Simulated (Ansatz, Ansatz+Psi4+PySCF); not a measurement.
```xyz
7

H     1.6299   -0.2242    0.9961
C     1.2381    0.0000    0.0000
C    -0.2192    0.0000    0.0000
C    -1.4201    0.0001    0.0001
H    -2.4822   -0.0002   -0.0003
H     1.6298    0.9748   -0.3039
H     1.6299   -0.7505   -0.6922
```

Basis set: cc-pVTZ (spherical functions). Left uncorrelated: 3 orbitals. Charge 0, multiplicity 1.

Computed with Ansatz (development build ahead of 0.2.0); each method stands on the lowest determinant of its kind that the runs found. Restricted open shells among the atoms or ions are ROHF, correlated in semicanonical orbitals with singles.

The atomization energy at this shape (free ground-state atoms in the same class of orbitals less the molecule, no zero-point energy) of singlet C3H4:

```csv
method,atomization energy
RHF,23.10 eV
```

(1) What does RHF-MP2 give?

Results:

(1) 30.35 eV.
